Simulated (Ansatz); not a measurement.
## HGeCl, singlet: vertical spin and charge gaps

Geometry (PBE0/def2-TZVP stationary point for this spin, not checked as a minimum):

```
atom   x (Å)    y (Å)    z (Å)
  Ge  0.0000  -0.0334   0.7078
  Cl  0.0000   0.0241  -1.4746
   H  0.0000   1.5604   0.8535
```

Basis cc-pVDZ; Ansatz 0.2.0. Only valence electrons are correlated (noble-gas cores and the filled d shells of p-block atoms frozen). Prefix R: restricted or restricted open-shell reference; prefix U: unrestricted. Active spaces: valence = (12e, 9o) chosen from the atoms' valence shells. No spin–orbit coupling is included, and no scalar relativity.

Gaps are energies of the second state less the first, at fixed atoms, for a selection of the levels run; each method lands on the state that its own search finds for that charge and spin.

Q: PBE gives 9.328 eV for removing an electron, to the doublet. Estimate what UCCSDT(Q) gives in cc-pVDZ.

A: UCCSDT(Q) in cc-pVDZ gives 9.307 eV, so against it PBE is off by 0.021 eV, of which a good part can be the reference's own basis and frozen-core error.

```tsv
level	gap (eV)	error (meV)
UHF	8.886	-421
UCCSD	9.387	80
UCCSD(T)	9.332	25
NEVPT2 (valence space)	9.170	-137
MRCISD+Q (valence space)	9.322	15
PBE0	9.515	208
wB97M-V	9.596	289
B2PLYP	9.421	114
RPA-PBE	9.364	57
```

Triplet less singlet: 1.834 eV at UCCSDT(Q).

```
                   level  gap (eV)  error (meV)
                     UHF     1.346         -488
                    UMP2     1.752          -82
                    CISD     1.752          -82
                   UCCSD     1.830           -4
                  UCCSDT     1.833           -1
  NEVPT2 (valence space)     1.820          -14
MRCISD+Q (valence space)     1.851           17
                     PBE     1.820          -14
                    PBE0     1.787          -47
                   B3LYP     1.954          120
```

In so small a basis the reference is far from its limit while semilocal and hybrid functionals are nearer theirs (RPA and double hybrids share part of the reference's basis error), so the functionals' errors here hold much of the reference's basis and frozen-core error, which can add to them or hide them.

Full CI isn't at hand for all of this; UCCSDT(Q) serves as the reference, and is uncertain by the last step of the cluster series or more. The frozen core follows each run's orbitals, which can shift R against U totals by a few meV for light atoms and by up to 0.1 eV past Ca.
